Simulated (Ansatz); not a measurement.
# C₄H₄F₂: small, medium and large basis sets

An exercise on one series of results from a longer session: the logs are not shown, and one member is left open.

Method: one geometry, several basis sets; program: Ansatz 0.2.0, Gaussian basis.

Plan: PBE0-D4/def2-SVP; ωB97M-V/def2-SVP; PBE0-D4/def2-QZVPP; ωB97M-V/def2-QZVPP; the functionals' def2-TZVPP values are taken from earlier runs.

## Structure used throughout

All runs share one geometry, relaxed beforehand with PBE0-D4 in a triple-zeta def2 set.

10 atoms, charge 0, spin multiplicity 1.

Atoms are counted from 1 here; the program's logs count them from 0.

Bond lengths: F1–C2 1.374 Å, C2–C3 1.501 Å, C2–C5 1.549 Å, C2–H7 1.093 Å, C3–C4 1.335 Å, C3–H8 1.082 Å, C4–C5 1.501 Å, C4–H9 1.082 Å, C5–F6 1.374 Å, C5–H10 1.093 Å. Angles: F1–C2–C3 117.0°, F1–C2–C5 116.4°, F1–C2–H7 108.3°, C3–C2–C5 85.7°, C3–C2–H7 115.7°, C5–C2–H7 112.6°, C2–C3–C4 93.8°, C2–C3–H8 131.8°, C4–C3–H8 134.3°, C3–C4–C5 93.8°, C3–C4–H9 134.3°, C5–C4–H9 131.8°, C2–C5–C4 85.7°, C2–C5–F6 116.4°, C2–C5–H10 112.6°, C4–C5–F6 117.0°, C4–C5–H10 115.7°, F6–C5–H10 108.3°.

The first run:

in.yaml

```yaml
crystal:
  periodic: [false, false, false]
  atoms:
    - {symbol: F, position_ang: [-0.887891, -0.219687, 1.893252]}
    - {symbol: C, position_ang: [-0.772902, -0.087098, 0.530035]}
    - {symbol: C, position_ang: [0.002364, -1.148117, -0.194609]}
    - {symbol: C, position_ang: [0.836172, -0.275583, -0.765188]}
    - {symbol: C, position_ang: [0.316358, 0.890543, 0.023388]}
    - {symbol: F, position_ang: [-0.124709, 1.979361, -0.690128]}
    - {symbol: H, position_ang: [-1.761800, 0.138297, 0.123003]}
    - {symbol: H, position_ang: [-0.106349, -2.224420, -0.229906]}
    - {symbol: H, position_ang: [1.615023, -0.351717, -1.512910]}
    - {symbol: H, position_ang: [0.966731, 1.247320, 0.825960]}
basis:
  gaussian: {orbitals: def2-SVP}
hamiltonian: {xc: pbe0, dispersion: d4}
output: {orbitals: {seedname: orbitals}}
```

Command:

```bash
> ansatz run in.yaml --threads 4 --pin off --events-out ev --progress --plain --max-ram 10444MiB
```

Steps of the session up to this table: PBE0-D4 in def2-SVP; ωB97M-V in def2-SVP; PBE0-D4 in def2-QZVPP; ωB97M-V in def2-QZVPP.

One of the session's tables, all rows but one given; the rest of the session is left out.

It belongs to the step «Density functionals: the series». 

```
functional       basis  HOMO (eV)
   PBE0-D4    def2-SVP      -8.43
   PBE0-D4  def2-TZVPP          ?
   PBE0-D4  def2-QZVPP      -8.50
   ωB97M-V    def2-SVP     -10.66
   ωB97M-V  def2-TZVPP     -10.71
   ωB97M-V  def2-QZVPP     -10.74
```

Estimate the missing values for PBE0-D4, def2-TZVPP.

As computed: HOMO (eV): -8.47. In the column «HOMO (eV)» it lies between PBE0-D4, def2-QZVPP (-8.50) and PBE0-D4, def2-SVP (-8.43).
